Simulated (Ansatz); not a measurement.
```yaml
crystal:
  periodic: [false, false, false]
  atoms:
    - {symbol: Al, position_ang: [-0.033569, -0.137892, -0.004950]}
    - {symbol: Cl, position_ang: [1.950009, -0.145303, 0.045300]}
    - {symbol: Cl, position_ang: [-1.054327, 1.697797, -0.026417]}
    - {symbol: H, position_ang: [-0.891074, -1.462706, 0.029337]}
basis:
  gaussian: {orbitals: def2-SVPD, final_grid: {core_spheres: 20, valence_spheres: 16, degree: 47}}
hamiltonian: {xc: {name: LC-wPBE}, pseudopotentials: {relativity: scalar}}
scf: {omitted_lower_state_checks: [starts]}
output: {forces: true}
```

```sh
$ ansatz run in.yaml --threads 4 --pin off --events-out ev --progress --plain --max-ram 3916MiB
```

Output, abridged:

```
Functional definition: LC-wPBE
845 factors; their error is unknown
346 factors; integrals over basis functions are off by at most 4.1e-5 eV
mean field evaluation 1: about -31720.9938 eV, gradient 1.7e1 eV
mean field evaluation 2: about -31721.6806 eV, gradient 1.0e1 eV
mean field evaluation 4: about -31721.9500 eV, gradient 2.1e-1 eV
mean field evaluation 8: about -31721.9125 eV, gradient 1.2e-2 eV
mean field -31721.91245803 eV, -1165.7587809482 hartree, gradient 1.4e-5 eV, S^2 0.000000; 0 other end points of the search recorded, 0 dependent functions left out
reference -31721.91245804 eV, -1165.7587809484 hartree; 24, 24 occupied and 62, 62 virtual orbitals, 845 factors
Total energy: -31721.91245804 eV, -1165.7587809484 hartree
Relativity: scalar
Atom 0 at    -0.033569    -0.137892    -0.004950 Å, force    -2.556120    -0.174701     0.040473 eV/Å
Atom 1 at     1.950009    -0.145303     0.045300 Å, force     2.287577     0.010756     0.028369 eV/Å
Atom 2 at    -1.054327     1.697797    -0.026417 Å, force     0.082387    -0.042331    -0.026094 eV/Å
Atom 3 at    -0.891074    -1.462706     0.029337 Å, force     0.186156     0.206276    -0.042748 eV/Å
Dipole moment:     0.010278    -0.234117    -0.017484 e Å
Checks for a lower state left out: starts
```

Hardware: 4 threads of Arm Neoverse V1 on a shared host. Wall time 1.4 s.

LC-ωPBE has ω = 0.4 bohr⁻¹.
